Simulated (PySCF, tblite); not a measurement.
# C₄H₈N radical: geometry, infrared bands and EPR parameters

What infrared bands and EPR parameters should C₄H₈N radical (`C/[C]=N/CC`) show?

Programs: tblite 0.8.0 and PySCF 2.14.0, with density-fitted response routines of our own. Each step states its level of theory. These are calculated values for one molecule in the gas phase, unless marked as measured. Atoms count from 0, in the outputs and in this text.

**1. The starting structure**

13 atoms, charge 0, multiplicity 2; geometry from: force field or distance geometry start.

Bonds of the start (Å): C0–C1 1.52, C1–N2 1.31, N2–C3 1.45, C3–C4 1.51, C0–H5 1.10, C0–H6 1.10, C0–H7 1.10, C3–H8 1.10, C3–H9 1.11, C4–H10 1.10, C4–H11 1.12, C4–H12 1.09.

**2. Geometry optimisation with GFN2-xTB**

The job: settings as JSON, then the geometry in Å.

```
{"job": {"kind": "relax", "xc": "GFN2-xTB", "basis": "xTB"}, "charge": 0, "multiplicity": 2}
C      2.277300     0.326600    -0.412100
C      0.844600     0.466200     0.062200
N      0.314300    -0.664400     0.445500
C     -1.058200    -0.479000     0.890000
C     -1.802600     0.026900    -0.320900
H      2.960400     0.139600     0.424500
H      2.569500     1.218300    -0.979200
H      2.279600    -0.522600    -1.109400
H     -1.008100     0.359500     1.602500
H     -1.506700    -1.401800     1.316100
H     -2.803500     0.427300    -0.084500
H     -1.153900     0.832100    -0.754300
H     -1.917100    -0.728200    -1.098200
```

Run with:

```
$ OMP_NUM_THREADS=1 python probes_run.py task.json out
```

The driver reads the jobs from task.json and runs them one after another.

**Question.** This job is followed by: GFN2-xTB harmonic vibrations, gas phase; UKS B3LYP, pcH-1 on C H N, non-relativistic, mean-field spin-orbit, GIAO. Predict these results of the whole session: strongest single infrared mode (GFN2-xTB); zero-point energy (GFN2-xTB); g(iso) (B3LYP); ⟨S²⟩; largest a(iso) (averaged by class); potential on the surface of density 0.002 e/bohr³, 1st and 99th percentile.

**Answer**, as computed:

```
                                                                  quantity                 value
                                 strongest single infrared mode (GFN2-xTB)  1894 cm⁻¹, 73 km/mol
                                              zero-point energy (GFN2-xTB)         68.9 kcal/mol
                                                            g(iso) (B3LYP)               2.00147
                                                                      ⟨S²⟩    0.753 (exact 0.75)
                                        largest a(iso) (averaged by class)  13C on C1, 208.2 MHz
potential on the surface of density 0.002 e/bohr³, 1st and 99th percentile    -1.23 V and 0.73 V
```

**Reading.** Relaxing lowered the energy by 0.796 eV in 76 steps; the close pair that moved most is C1–N2, from 1.306 to 1.237 Å. All 33 modes are real, so the xTB geometry is a minimum. The strongest single mode, at 1894 cm⁻¹, moves mainly C1 and N2. GFN2-xTB is a fitted tight-binding method: band positions and strengths are rough. Its intensities can rank the bands wrongly. C1 carries the largest spin population, 0.69 e. The isotropic g lies 0.8 ppt below the free-electron value.
